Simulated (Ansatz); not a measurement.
# CF (SMILES [C]F): UBLYP/STO-3G

What is the vertical ionisation energy of CF at UBLYP/STO-3G? 

The results are computed with Ansatz 0.2.0.

44 further runs of the same task are left out: 9 that didn't finish, 35 set aside as unsound or not needed.

## Step 1: Starting point

CF has 2 atoms, charge 0, and is taken as a doublet. As SMILES, `[C]F`. The shape is that of a PBE0-D4/def2-TZVP optimisation.

Bond lengths: C1–F2 1.268 Å.

## Step 2: The energy at UBLYP/STO-3G

The input, in.yaml:

```yaml
crystal:
  periodic: [false, false, false]
  atoms:
    - symbol: C
      position_ang: [-0.000000, 0.000000, 0.003080]
    - symbol: F
      position_ang: [0.000000, -0.000000, 1.271320]
basis:
  gaussian: {orbitals: STO-3G}
magnetization: {spin_polarized: true, initial_magnetization: 1}
hamiltonian: {xc: {name: BLYP}}
accuracy: high
```

Started as:

```console
$ ansatz run in.yaml --threads 1 --pin off --max-ram 3480MiB --events-out events.jsonl --progress --plain --runs-dir runs
```

Log:

```text
Warning: RAYON_NUM_THREADS=1 ignored (pool sized by the plan → 1); use --threads N
Functional definition: BLYP
  name "BLYP"
  parameter beta = 0.0042
  parameter a = 0.04918
  parameter b = 0.132
  parameter c = 0.2533
  parameter d = 0.349
  exchange = b88_x(beta = beta)
  correlation = lyp_c(a = a, b = b, c = c, d = d)
149 factors; integrals over basis functions are off by at most 3.2e-8 eV
mean field evaluation 1: about -3692.5906 eV, gradient 2.6e1 eV
mean field evaluation 2: about -3689.1365 eV, gradient 2.9e1 eV
mean field evaluation 4: about -3695.8431 eV, gradient 2.4e-1 eV
mean field evaluation 8: about -3695.8203 eV, gradient 2.7e-3 eV
mean field evaluation 16: about -3695.8203 eV, gradient 3.6e-8 eV
mean field -3695.82030765 eV, -135.8188911891 hartree, gradient 3.2e-8 eV, S^2 0.750901; 1 other end points of the search recorded, 0 dependent functions left out
reference -3695.82032631 eV, -135.8188918751 hartree; 8, 7 occupied and 2, 3 virtual orbitals, 149 factors
Total energy: -3695.82032631 eV, -135.8188918751 hartree
```

It took 0.75 s on 1 thread of Arm Neoverse V1, shared host.

## Step 3: The singlet cation at the same level

The input, run.yaml:

```yaml
crystal:
  periodic: [false, false, false]
  atoms:
    - {symbol: C, position_ang: [-0.000000, 0.000000, 0.003080]}
    - {symbol: F, position_ang: [0.000000, -0.000000, 1.271320]}
basis:
  gaussian: {orbitals: STO-3G}
hamiltonian: {xc: {name: BLYP}}
accuracy: high
total_charge: 1
```

Started as:

```console
$ ansatz run run.yaml --threads 1 --pin off --max-ram 3480MiB --events-out events.jsonl --progress --plain --runs-dir runs
```

Log:

```text
Warning: RAYON_NUM_THREADS=1 ignored (pool sized by the plan → 1); use --threads N
Functional definition: BLYP
  name "BLYP"
  parameter beta = 0.0042
  parameter a = 0.04918
  parameter b = 0.132
  parameter c = 0.2533
  parameter d = 0.349
  exchange = b88_x(beta = beta)
  correlation = lyp_c(a = a, b = b, c = c, d = d)
149 factors; integrals over basis functions are off by at most 3.2e-8 eV
mean field evaluation 1: about -3684.8010 eV, gradient 3.4e1 eV
mean field evaluation 2: about -3587.2495 eV, gradient 2.0e2 eV
mean field evaluation 4: about -3688.9089 eV, gradient 3.6e0 eV
mean field evaluation 8: about -3688.9033 eV, gradient 1.7e-1 eV
mean field evaluation 16: about -3688.9034 eV, gradient 3.1e-8 eV
mean field -3688.90337122 eV, -135.5646984637 hartree, gradient 3.9e-8 eV, S^2 0.000000; 0 other end points of the search recorded, 0 dependent functions left out
reference -3688.90339037 eV, -135.5646991676 hartree; 7, 7 occupied and 3, 3 virtual orbitals, 149 factors
Total energy: -3688.90339037 eV, -135.5646991676 hartree
```

Wall time 0.34 s (1 thread of Arm Neoverse V1, shared host).

## Step 4: Outcome

Level: UBLYP/STO-3G.

| quantity | value |
| --- | --- |
| doublet CF: total energy | -135.81889 Eh |
| doublet CF: ⟨S²⟩ | 0.751 |
| singlet cation: total energy | -135.56470 Eh |
| vertical ionisation energy (to the singlet cation) | 6.917 eV |

What this shows: The vertical ionisation energy comes to 6.92 eV (160 kcal/mol). Only the singlet of the ionised species was computed; a triplet could lie lower. In a minimal basis such a difference can be off by several eV, whatever the method.
